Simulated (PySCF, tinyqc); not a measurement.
Ways to converge the cycle: SCF convergence aids in the sto-3g basis, for HF, spin multiplicity 1. Computed by the program tinyqc with PySCF. RHF with one setting changed at a time; a run stops when the energy changes by less than 1e-09 hartree and the error matrix is below 1e-5. The start is random orbitals. Damping d keeps d of the old density; a shift (hartree) raises the virtual levels; DIIS n extrapolates F over n matrices.

Geometry (angstrom):
```
atom       x       y       z
F     0.0000  0.0000  0.0000
H     0.0000  0.0000  1.5930
```

lowest restricted solution found by these runs and by PySCF = -98.380832 hartree

Largest element of the error matrix X^T (FDS - SDF) X:
```
iteration    plain  damping 0.3  damping 0.6  shift 0.4   DIIS 3   DIIS 8
1          1.5e+01      1.5e+01      1.5e+01    1.5e+01  1.5e+01  1.5e+01
2          2.9e-01      4.2e+00      8.6e+00    4.0e-01  2.9e-01  2.9e-01
3          4.1e-01      1.3e+00      5.0e+00    3.7e-01  4.3e-01  4.3e-01
4          1.9e-01      3.9e-01      3.0e+00    1.0e-01  1.1e-01  1.1e-01
5          7.0e-02      1.2e-01      1.8e+00    2.1e-02  5.0e-03  1.7e-03
6          2.6e-02      3.8e-02      1.1e+00    6.5e-03  1.4e-03  1.4e-03
8          3.3e-03      3.9e-03      3.9e-01    4.9e-03  7.4e-05  2.7e-04
10         4.9e-04      9.9e-04      1.4e-01    3.6e-03  4.9e-06  2.6e-08
14         1.7e-04      4.9e-04      1.9e-02    2.0e-03        -        -
20         3.7e-05      1.7e-04      9.7e-04    7.8e-04        -        -
30               -      3.0e-05      2.6e-04    1.7e-04        -        -
45               -            -      6.2e-05    1.7e-05        -        -
60               -            -      1.5e-05          -        -        -
```

How each run ends:
```
run          iterations  E (hartree)                                                        state
plain                26    -98.38083                                                 lowest found
damping 0.3          37    -98.38083                                                 lowest found
damping 0.6         >60    -98.38083  falls steadily but slowly, by a factor of about 0.91 a step
shift 0.4            49    -98.38083                                                 lowest found
DIIS 3               10    -98.38083                                                 lowest found
DIIS 8               10    -98.38083                                                 lowest found
```

What does the comparison show, and why?

5 of 6 runs reach the lowest restricted solution found, in 10 to 49 iterations (fastest: DIIS 3, DIIS 8). Not converged: damping 0.6. Plain steps already contract here, so damping only slows them. DIIS 3 and DIIS 8 gain by cancelling the error over several earlier matrices, much as a quasi-Newton step does. The restricted reference is unstable here: a spin-polarised solution lies 0.0855 hartree lower (PySCF), so results built on it describe a poor reference.
